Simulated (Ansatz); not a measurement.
How far each method lies from full CI for HBBe, singlet

Geometry: a point of a stretch scan, not a stationary point.

```xyz
3

B     0.0000   -0.1731    0.7803
Be    0.0000    0.1085   -1.1153
H     0.0000    0.8869    1.6033
```

Basis cc-pVDZ; Ansatz 0.2.0. Correlated methods freeze the noble-gas cores, which leaves 6 electrons in 31 orbitals. Prefix R: restricted or restricted open-shell reference; prefix U: unrestricted. Active spaces: valence = (6e, 9o) chosen from the atoms' valence shells.

Full CI is exact within this basis and frozen core; it isn't the basis-set limit. The frozen core follows each run's orbitals, which can shift R against U totals by a few meV.

Unrestricted rows (U) aren't spin-pure: their determinants' ⟨S²⟩ exceeds S(S+1) by up to 0.96, so they mix in states of higher spin.

RHF is unstable: UHF (⟨S²⟩ = 0.96) lies 1.48 eV below the lowest RHF solution. Higher spins weren't run at this geometry and may lie near or lower.

```
UHF ⟨S²⟩                          : 0.961
T1 diagnostic (RCCSD)             : 0.0393
largest doubles amplitude (RCCSD) : 0.344
```

Problem. From what is known of these methods and the diagnostics, rank them by the size of their error in total energy against full CI in cc-pVDZ, smallest first (an estimate: the text doesn't fix the numbers).
A. NEVPT2 (valence space)
B. RCCSD(T)
C. RHF
D. CISD
E. UMP2

Solution. B (1.86 mEh), A (15.33 mEh), D (23.71 mEh), E (36.67 mEh), C (166.09 mEh).

All errors are against full CI in cc-pVDZ. With a doubles amplitude of 0.34 one determinant is a poor start, and the places of the levels built on it change with the geometry. Within each family the higher level lies nearer, as is usual though not guaranteed.

The full-CI state has the irrep A' of Cs, in the program's axes.

Its occupations show that no single determinant describes this state well.

Natural occupations of full CI about the gap: 1.948 1.913 1.569 0.369 0.058 0.036 0.025 0.020 0.016 0.009; effectively unpaired electrons, Σ n²(2−n)², 0.88.
